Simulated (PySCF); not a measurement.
Species, as SMILES: C=CCl.
Geometry (B3LYP-D3(BJ)/def2-TZVP, fixed):
```xyz
6

C      0.0112     0.7589    -0.0124
C      1.3049     1.0233     0.0034
Cl    -0.6370    -0.8532     0.0042
H     -0.7591     1.5163    -0.0370
H      2.0529     0.2431     0.0280
H      1.6388     2.0524    -0.0084
```
Charge 0, spin multiplicity 1.

Basis-set convergence of the mean static polarisability at HF with PySCF. All functions are spherical. Density fitting with generated auxiliary sets. In sets without p functions on hydrogen, species with hydrogen take exact integrals. No added dispersion term, no relativity. Reference: the value in aug-pcseg-2, 40.26 bohr³. Deviations are taken from unrounded values. Cost is core time over that of Sadlej pVTZ, rough, on shared machines of one kind; a dash marks a row that isn't timed (too short, read off another run, short of memory, by another algorithm or on other hardware).

```tsv
basis	functions	cost
def2-SV(P)	52	-
def2-SVP	61	-
def2-SVPD	91	0.5×
Sadlej pVTZ	107	1×
def2-TZVP	117	1×
def2-TZVPP	146	2×
def2-TZVPD	147	3×
def2-TZVPPD	176	4×
def2-QZVPP	274	10×
def2-QZVPPD	304	20×
```

Problem. Which is the smallest set listed that can be trusted to 2 % here, that is, within that of the reference together with its larger relatives (same family, alike in diffuse functions; a set with none to test it counts only in the reference's own line)?

Solution. The smallest set listed that lies within 2 % of the reference with all its larger relatives (same family, alike in diffuse functions; a set with none counts only in the reference's own line) is def2-TZVPD (147 functions, 3× in cost, -0.3 % off). Inside, with no larger relative to test it: Sadlej pVTZ. Value minus reference over the reference: def2-SV(P) -28.2, def2-SVP -27.0, def2-SVPD -3.2, Sadlej pVTZ -0.4, def2-TZVP -11.7, def2-TZVPP -11.0, def2-TZVPD -0.3, def2-TZVPPD -0.2, def2-QZVPP -5.0, def2-QZVPPD 0.2 %.
